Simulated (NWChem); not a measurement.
# ammonia (NH₃); SMILES N

```xyz
4

N      0.0000     0.0000     0.1389
H      0.6618     0.6618    -0.2664
H      0.2422    -0.9040    -0.2664
H     -0.9040     0.2422    -0.2664
```
Atoms are numbered in this order, from 1.

Computed with NWChem. Geometry optimised at PBE0/def2-SVP; all other runs use it. Pople sets run with spherical d functions. Vzz has the sign of the potential's second derivative.

| quantity | level | value |
|---|---|---|
| charge (e), Mulliken N1 | B3LYP/def2-SVP | -0.24 |
| vertical, lowest state with f > 0.02, singlet (eV) | LRC-wPBEh/6-31+G*, full TDDFT | ___ |
| first state with f > 0.002 (eV), N K edge, unshifted | BHandHLYP/cc-pVTZ, TDA | ___ |
| Vzz N1 (a.u.) | PBE/def2-TZVP | -0.865 |
| anisotropy (bohr³) at 589 nm | B3LYP/def2-SVPD | ___ |
| solvation free energy (kcal/mol) in 1-octanol | M05-2X/def2-SVP, SMD | ___ |
| dipole (D) | PBE0/def2-SVP | 1.79 |
| highest harmonic frequency (cm⁻¹) | PBE0/def2-SVP | 3628 |

Some entries are withheld; supply them.


- vertical, lowest state with f > 0.02, singlet (eV), value: 6.93
- first state with f > 0.002 (eV), N K edge, unshifted, value: 399.1
- anisotropy (bohr³) at 589 nm, value: 0.8
- solvation free energy (kcal/mol) in 1-octanol, value: -3.3
